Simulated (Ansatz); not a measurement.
# How far each method lies from full CI for MgH₂, triplet

Geometry: a point of a bend scan, not a stationary point.

| atom | x (Å) | y (Å) | z (Å) |
| --- | --- | --- | --- |
| Mg | 0.0000 | 0.0000 | -0.0553 |
| H | 0.0000 | 1.8619 | 0.6669 |
| H | 0.0000 | -1.8619 | 0.6669 |

Basis aug-cc-pVTZ; Ansatz 0.2.0. Correlated methods freeze the noble-gas cores, which leaves 4 electrons in 91 orbitals. Prefix R: restricted or restricted open-shell reference; prefix U: unrestricted. Active spaces: valence = (4e, 6o) chosen from the atoms' valence shells. The metal's outer-core shells are frozen, which leaves out core–valence correlation.

Full CI is exact within this basis and frozen core; it isn't the basis-set limit. The frozen core follows each run's orbitals, which can shift R against U totals by a few meV.

Unrestricted rows (U) aren't spin-pure: their determinants' ⟨S²⟩ exceeds S(S+1) by up to 0.16, so they mix in states of higher spin. Coupled cluster chose its determinant by a search with trial CCSD, here up to 0.43 eV above the lowest Hartree–Fock solution of its kind, and MP2 stands on that determinant too.

```
UHF ⟨S²⟩                          : 2.143
T1 diagnostic (RCCSD)             : 0.0778
largest doubles amplitude (RCCSD) : 0.119
T1 diagnostic (UCCSD)             : 0.0561
```

```json
{"level": "RMP2", "E − E(full CI) (meV)": "575", "share of correlation (%)": "72.61", "wall time": "–"}
{"level": "UMP2", "E − E(full CI) (meV)": "622", "share of correlation (%)": "70.40", "wall time": "–"}
{"level": "RCCSD*", "E − E(full CI) (meV)": "76", "share of correlation (%)": "96.39", "wall time": "–"}
{"level": "UCCSD*", "E − E(full CI) (meV)": "64", "share of correlation (%)": "96.95", "wall time": "–"}
{"level": "RCCSD(T)*", "E − E(full CI) (meV)": "20", "share of correlation (%)": "99.06", "wall time": "38 s"}
{"level": "UCCSD(T)*", "E − E(full CI) (meV)": "20", "share of correlation (%)": "99.06", "wall time": "30 s"}
{"level": "BCCD(T)*", "E − E(full CI) (meV)": "22", "share of correlation (%)": "98.93", "wall time": "25 s"}
{"level": "RCCSDT*", "E − E(full CI) (meV)": "1", "share of correlation (%)": "99.96", "wall time": "–"}
{"level": "UCCSDT*", "E − E(full CI) (meV)": "0", "share of correlation (%)": "99.99", "wall time": "–"}
{"level": "RCCSDT(Q)*", "E − E(full CI) (meV)": "0", "share of correlation (%)": "99.99", "wall time": "1.8 min"}
{"level": "UCCSDT(Q)*", "E − E(full CI) (meV)": "0", "share of correlation (%)": "100.02", "wall time": "83 s"}
{"level": "CASSCF (valence space)", "E − E(full CI) (meV)": "710", "share of correlation (%)": "66.21", "wall time": "–"}
{"level": "NEVPT2 (valence space)", "E − E(full CI) (meV)": "221", "share of correlation (%)": "89.47", "wall time": "2.9 s"}
```

An asterisk marks runs whose energy the program itself flagged as in doubt.

The correlation energy at full CI, counted from the determinant under the R cluster runs, is -2.100 eV. That run took 52 s on 1 thread of INTEL XEON PLATINUM 8581C, shared host over 4,238,676 determinants.

Run but not shown, since their state, orbitals or frozen core can't be matched to the reference's or they repeat it: RHF, UHF.

Times hold each run's SCF and search for its determinant on a shared host, so for small cases they say little of a method's own cost; they ran on 1 thread of INTEL XEON PLATINUM 8581C. Some runs computed forces too.

The full-CI state has the irrep B2 of C2v, in the program's axes.

Natural occupations of full CI about the gap: 1.865 1.029 0.953 0.053 0.048 0.017 0.006 0.005 0.004 0.004; effectively unpaired electrons, Σ n²(2−n)², 2.08.
